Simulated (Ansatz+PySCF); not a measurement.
A calculation with PySCF 2.14.0.

```python
from pyscf import gto, dft

mol = gto.M(atom="""
C 0.000000 0.015790 -0.690240
C 0.000000 -0.042130 0.790430
H 0.933750 0.014770 1.355750
H -0.933750 0.014770 1.355750
H 0.000000 1.060060 -1.066000
H 0.891430 -0.465760 -1.123340
H -0.891430 -0.465760 -1.123340
""", basis='def2-svp', charge=0, spin=1)
mf = dft.ROKS(mol, xc='pbe0')
mf.kernel()
print(mf.converged, mf.e_tot, mf.spin_square()[0])
```

The script is written out from the run's settings.

Output:

```json
{
 "Converged": "yes",
 "Total energy": "-78.99450 hartree",
 "Spin squared of the determinant": "0.750",
 "Cycles": "8"
}
```
